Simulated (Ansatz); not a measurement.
Born–Oppenheimer molecular dynamics of BClH2O (5 atoms, charge 0, multiplicity 1). It starts from a relaxed structure.

All numbers below come from Ansatz 0.2.0, RKS PBE0/def2-SVP.

```yaml
ensemble: NVE (Milne-controlled integrator)
time_step: 1 fs
steps_asked: 250
starting_velocities_drawn_for: 400 K
seed: 497111
```

First frame:

```xyz
5
Properties=species:S:1:pos:R:3
B 0.043 -0.064 0.088
H -0.102 0.283 1.229
O 1.267 -0.370 -0.356
H 1.287 -0.638 -1.284
Cl -1.364 -0.162 -0.982
```

Problem. What does the run give?

Solution. All steps were run.

```
steps done                                               : 250
time covered                                             : 250 fs
mean temperature over the second half                    : 200 K
spread of the potential energy over the second half      : 5.0 meV per atom
mean potential energy of the second half above the start : 15.5 meV per atom
```

The conserved energy stayed within 0.075 meV per atom of its start (net change 0.0028 meV per atom), so the integration is sound. Over the second half the temperature averaged 0.50 of the 400 K drawn at the start: a run that starts near a minimum puts about half its kinetic energy into the potential. A run of 0.25 ps of so small a system gives no equilibrium averages.

Problem. What happens to the structure?

Solution. The same pairs are bonded in the first frame and the last. Pairs count as bonded within 1.25 times the sum of covalent radii (0.12 Å more for H–H). This is one draw of velocities; another would differ in detail.

Problem. How do temperature and energy run in time?

Solution. 
| time (fs) | T (K) | potential energy less start (eV) | conserved less start (meV/atom) |
| --- | --- | --- | --- |
| 0.0 | 400 | 0.000 | 0.00 |
| 12.0 | 220 | 0.070 | 0.00 |
| 24.0 | 244 | 0.061 | -0.01 |
| 36.0 | 165 | 0.091 | 0.01 |
| 48.0 | 274 | 0.049 | -0.01 |
| 60.0 | 220 | 0.070 | 0.00 |
| 72.0 | 302 | 0.038 | 0.01 |
| 84.0 | 266 | 0.052 | 0.01 |
| 96.0 | 233 | 0.065 | 0.00 |
| 108.0 | 161 | 0.093 | -0.01 |
| 120.0 | 174 | 0.088 | -0.02 |
| 132.0 | 290 | 0.043 | -0.01 |
| 144.0 | 163 | 0.092 | 0.00 |
| 156.0 | 293 | 0.042 | 0.01 |
| 168.0 | 173 | 0.088 | 0.00 |
| 180.0 | 339 | 0.024 | 0.00 |
| 192.0 | 183 | 0.084 | 0.01 |
| 204.0 | 331 | 0.027 | 0.00 |
| 216.0 | 262 | 0.053 | 0.01 |
| 228.0 | 244 | 0.061 | 0.00 |
| 240.0 | 213 | 0.073 | 0.01 |

Run time: 3.8 min on 1 thread of Arm Neoverse V2, with other jobs on the host, peak memory 0.096 GiB.
